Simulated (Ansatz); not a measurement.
Ansatz (a program for electronic structure) input (CCSD(T)/aug-cc-pVDZ):

Ansatz 0.2 input:
```yaml
crystal:
  periodic: [false, false, false]
  atoms:
    - {symbol: C, position_ang: [0.03744685, 0.00324337, 0.50825858]}
    - {symbol: F, position_ang: [-0.03836255, 1.09650981, -0.24435931]}
    - {symbol: F, position_ang: [-0.08494317, -1.09763667, -0.22692580]}
    - {symbol: H, position_ang: [0.88507040, -0.00931849, 1.19201449]}
basis:
  gaussian:
    orbitals: aug-cc-pVDZ
magnetization: {spin_polarized: true, initial_magnetization: 1}
correlation: {method: ccsd_t, electrons: outside_noble_gas}
output: {forces: true}
```

End of the output:

```
mean field evaluation 2: about -6455.3532 eV, gradient 1.9e1 eV
mean field evaluation 4: about -6457.0903 eV, gradient 2.6e0 eV
mean field evaluation 8: about -6457.1760 eV, gradient 1.6e-1 eV
mean field evaluation 16: about -6457.1600 eV, gradient 8.8e-1 eV
mean field -6457.17642137 eV, -237.2968566539 hartree, gradient 1.2e-6 eV, S^2 0.756025; 0 other end points of the search recorded, 0 dependent functions left out
3 core orbitals not correlated
reference -6457.17642137 eV, -237.2968566539 hartree; 10, 9 occupied and 65, 66 virtual orbitals, 741 factors
densities: 0.62 GiB planned
second order -14.19425823 eV of doubles, -0.00000000 eV of singles
coupled cluster: 0.45 GiB planned
cycle   1  -14.16100882 eV  change    3.3e-2 eV  update   9.3e-2
cycle   2  -14.50108319 eV  change   -3.4e-1 eV  update   2.6e-2
cycle   3  -14.59623421 eV  change   -9.5e-2 eV  update   1.6e-2
cycle   4  -14.59132273 eV  change    4.9e-3 eV  update   4.7e-3
cycle   5  -14.58932706 eV  change    2.0e-3 eV  update   2.2e-3
cycle   6  -14.59062907 eV  change   -1.3e-3 eV  update   6.9e-4
cycle   7  -14.59069630 eV  change   -6.7e-5 eV  update   2.4e-4
cycle   8  -14.59064882 eV  change    4.7e-5 eV  update   1.1e-4
cycle   9  -14.59067382 eV  change   -2.5e-5 eV  update   4.5e-5
cycle  10  -14.59066375 eV  change    1.0e-5 eV  update   1.7e-5
cycle  11  -14.59066654 eV  change   -2.8e-6 eV  update   7.8e-6
cycle  12  -14.59067148 eV  change   -4.9e-6 eV  update   3.1e-6
perturbative correction -0.38137677 eV, -0.0140153377 hartree
the calculation of the forces begins
Total energy: -6472.14846961 eV, -237.8470692784 hartree
Atom 0 at     0.037447     0.003243     0.508259 Å, force    -0.192403     0.009982     0.742273 eV/Å
Atom 1 at    -0.038363     1.096510    -0.244359 Å, force    -0.049460     0.710191    -0.504834 eV/Å
Atom 2 at    -0.084943    -1.097637    -0.226926 Å, force    -0.079724    -0.715381    -0.493507 eV/Å
Atom 3 at     0.885070    -0.009318     1.192014 Å, force     0.321586    -0.004793     0.256069 eV/Å
Dipole moment:     0.178423    -0.001937     0.232885 e Å
```

It need not be the lowest isomer of its formula.
